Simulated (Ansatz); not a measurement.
A nudged elastic band was laid between two geometries of CH4BF (7 atoms, charge 0, multiplicity 1).

Computed with RKS r2SCAN-D4/6-31G* in Ansatz.

| Property | Result |
| --- | --- |
| movable images | 7 |
| climbing image | yes |
| spring | 2.0 to 10.0 eV/Å², energy-weighted |
| optimiser | quadratic models (default) |
| start path | IDPP |
| force threshold | 0.03 eV/Å |
| iteration limit | 60 |
| end points | relaxed |

Initial state:

```xyz
7
Properties=species:S:1:pos:R:3
B -0.723 0.111 -0.532
C 0.531 -0.078 0.362
F 0.682 -1.349 0.918
H -1.505 -0.772 -0.726
H -0.885 1.190 -1.032
H 0.518 0.666 1.181
H 1.442 0.164 -0.217
```

Final state:

```xyz
7
Properties=species:S:1:pos:R:3
B -0.722 0.111 -0.533
C 0.531 -0.078 0.363
F 0.688 -1.352 0.909
H -0.892 1.194 -1.021
H -1.497 -0.775 -0.739
H 0.513 0.659 1.188
H 1.441 0.173 -0.214
```

Question: What changes between the two ends?

Answer: No bond is made or broken. The dihedral H5–B1–C2–F3 goes from -180 to 0°. The two ends are copies of one structure, up to a mirror image or an exchange of like atoms.

Question: What energy profile does the band end with?

Answer: The run converged. The highest image is number 5 of 0 to 8, 0.257 eV above the ends, which have the same energy within 2 meV. The profile has 2 maxima (images 3, 5) with wells between them (image 4): this band takes more than one step, which may be the mechanism or a detour left from its start path. Another band between the same ends (7 images) ends at a top of the same energy, where a vibrational analysis finds 1 clearly imaginary mode.

```
image  path coordinate (Å)  energy (eV)  dihedral H5–B1–C2–F3 (°)
    0                 0.00        0.000                      -180
    1                 0.76        0.118                      -147
    2                 1.23        0.235                      -122
    3                 1.67        0.249                      -100
    4                 2.11        0.223                       -82
    5                 2.55        0.257                       -66
    6                 2.92        0.216                       -51
    7                 3.34        0.102                       -33
    8                 4.05        0.000                         0
```

Question: What is the geometry of the highest image?

Answer: 
```xyz
7
Properties=species:S:1:pos:R:3
B -0.726 0.168 -0.507
C 0.528 0.020 0.445
F 0.936 -1.270 -0.005
H -1.850 0.107 -0.097
H -0.520 0.241 -1.683
H 0.336 -0.058 1.521
H 1.356 0.723 0.281
```

The band took 8 iterations and of the order of 50 core-seconds.

Run time: 51 s on 1 thread of Intel(R) Xeon(R) 6975P-C (Granite Rapids) (shared host), peak memory 0.11 GiB.
